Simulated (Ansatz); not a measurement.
# GeH₂, triplet along the angle H2-Ge1-H3

Starting geometry (PBE0/def2-TZVP stationary point for this spin, not checked as a minimum):

```xyz
3

Ge    0.0000   -0.0208    0.0000
H     0.0000    0.7490   -1.3344
H     0.0000    0.7490    1.3344
```

From there the angle named below is changed in its plane at fixed bond lengths, both arms turning rigidly about the middle atom; atoms are numbered as listed. Energies are in kJ/mol, counted from the starting geometry at the same level.

Basis cc-pVDZ; Ansatz 0.2.0. Correlated methods freeze the noble-gas cores and the filled d shells of p-block atoms. R marks a restricted (for open shells ROHF) determinant, U an unrestricted one. No spin–orbit coupling is included, and no scalar relativity.

Full CI is exact within this basis and frozen core; it isn't the basis-set limit. The frozen core follows each run's orbitals, which can shift R against U totals by a few meV for light atoms and by up to 0.1 eV past Ca.

| angle H2-Ge1-H3 (°) | UHF |
| --- | --- |
| 71.7 | 132.8 |
| 89.9 | 46.0 |
| 108.7 | 5.3 |
| 120.0 | 0.0 |
| 125.2 | 1.8 |
| 140.9 | 21.6 |
| 159.6 | 68.0 |
| 180.0 | 108.1 |

**Question.** Estimate the full CI curve in cc-pVDZ from this one, knowing how UHF errs.

**Answer.** The computed full CI values, in kJ/mol from the starting point, and the error of UHF against them:
| angle H2-Ge1-H3 (°) | full CI | UHF less full CI |
| --- | --- | --- |
| 71.7 | 120.2 | 12.6 |
| 89.9 | 42.0 | 4.0 |
| 108.7 | 5.1 | 0.2 |
| 120.0 | 0.0 | 0.0 |
| 125.2 | 1.4 | 0.4 |
| 140.9 | 18.3 | 3.4 |
| 159.6 | 58.6 | 9.4 |
| 180.0 | 95.1 | 13.0 |

The error spans 13.0 kJ/mol and is largest, 13.0 kJ/mol, at 180.0 °.
